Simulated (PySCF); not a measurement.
Method: PySCF energies plus ideal-gas RRHO corrections (1 bar). The comparison is the NASA 1993 polynomial table, which mixes measured and estimated data. 6-31G* has spherical d functions here. Open shells (unrestricted): NO2 (multiplicity 2). The harmonic model lacks anharmonicity and excited electronic states, which grow with temperature; levels with a mode under 35 cm⁻¹ are left out.

Harmonic frequencies at HF/6-31G* (cm⁻¹): 833, 1616, 1890. Point group C2v; S°(298 K) = 238.8 J/mol/K at this level.

Problem. Work out Cp and S° of gaseous NO2 at 500, 800, 1200, 1600, 2000 K from these, and set them beside the table.

Solution. 
```json
[
 {"T (K)": "500", "Cp HF/6-31G*": "41.3", "Cp table": "43.6", "S° HF/6-31G*": "258.6", "S° table": "260.9"},
 {"T (K)": "800", "Cp HF/6-31G*": "47.9", "Cp table": "50.4", "S° HF/6-31G*": "279.6", "S° table": "283.1"},
 {"T (K)": "1200", "Cp HF/6-31G*": "52.6", "Cp table": "54.5", "S° HF/6-31G*": "300.0", "S° table": "304.4"},
 {"T (K)": "1600", "Cp HF/6-31G*": "54.8", "Cp table": "56.7", "S° HF/6-31G*": "315.5", "S° table": "320.4"},
 {"T (K)": "2000", "Cp HF/6-31G*": "55.9", "Cp table": "58.3", "S° HF/6-31G*": "327.8", "S° table": "333.2"}
]
```
Units J/mol/K.
